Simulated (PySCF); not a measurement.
**Atomic charges by several schemes**

Silylphosphane, H5PSi.
SMILES with atom numbers: `[SiH3:1][PH2:2]` (hydrogens: H3, H4, H5 on Si1; H6, H7 on P2)

Geometry (PBE0-D3(BJ)/def2-TZVP, Å), atoms numbered from 1 in this order:
```
atom  x, y, z in Å
Si1   -0.7362    0.0560    0.0019
P2     1.4223    0.2106   -0.6290
H3    -1.4467   -0.7877   -0.9940
H4    -0.9290   -0.5304    1.3542
H5    -1.3201    1.4225   -0.0177
H6     1.7284   -1.1197   -0.2360
H7     1.8417    0.7644    0.6103
```

Density: PBE0/pcSseg-2 (PySCF); schemes: Mulliken, IAO, Hirshfeld and ESP-fitted. Isolated species at its PBE0-D3(BJ)/def2-TZVP geometry, gas phase.

Q: Which atoms carry the lowest charge in the Mulliken, IAO, Hirshfeld and ESP-fitted schemes?

A: The schemes don't all agree: Mulliken H4 (-0.112); IAO H4 (-0.114); Hirshfeld H4 (-0.075); ESP-fitted P2 (-0.297).

Q: For which atoms does the sign change between the 4 schemes (beyond +0.03 e in one, beyond −0.03 e in another)?

A: For none.

Q: Tabulate the Mulliken, IAO, Hirshfeld and ESP-fitted charges.

A: In e:

| atom | environment | Mulliken | IAO | Hirshfeld | ESP-fitted |
| --- | --- | --- | --- | --- | --- |
| Si1 | SiH3 silicon | +0.411 | +0.423 | +0.251 | +0.378 |
| P2 | three-coordinate phosphorus | -0.057 | -0.093 | -0.014 | -0.297 |
| H3 | Si–H hydrogen | -0.111 | -0.106 | -0.073 | -0.079 |
| H4 | Si–H hydrogen | -0.112 | -0.114 | -0.075 | -0.122 |
| H5 | Si–H hydrogen | -0.111 | -0.106 | -0.073 | -0.079 |
| H6 | P–H hydrogen | -0.010 | -0.003 | -0.008 | +0.099 |
| H7 | P–H hydrogen | -0.010 | -0.003 | -0.008 | +0.099 |

Mean size of the charges over all atoms: ESP-fitted 0.165 e, IAO 0.121 e, Mulliken 0.117 e, Hirshfeld 0.072 e. Each set sums to the total charge, 0, to within 0.001 e. The IAO scheme counts the electrons in orthogonalised intrinsic atomic orbitals, a minimal basis polarised so that it spans the occupied orbitals exactly.

Q: Sum the charges by element, for elements with more than one atom.

A: 
```tsv
element	atoms	Mulliken	IAO	Hirshfeld	ESP-fitted
H	5	-0.354	-0.331	-0.237	-0.081
```

Q: How many electrons does the Hirshfeld scheme count on P2?

A: Z − q = 15 − (-0.014) = 15.014.
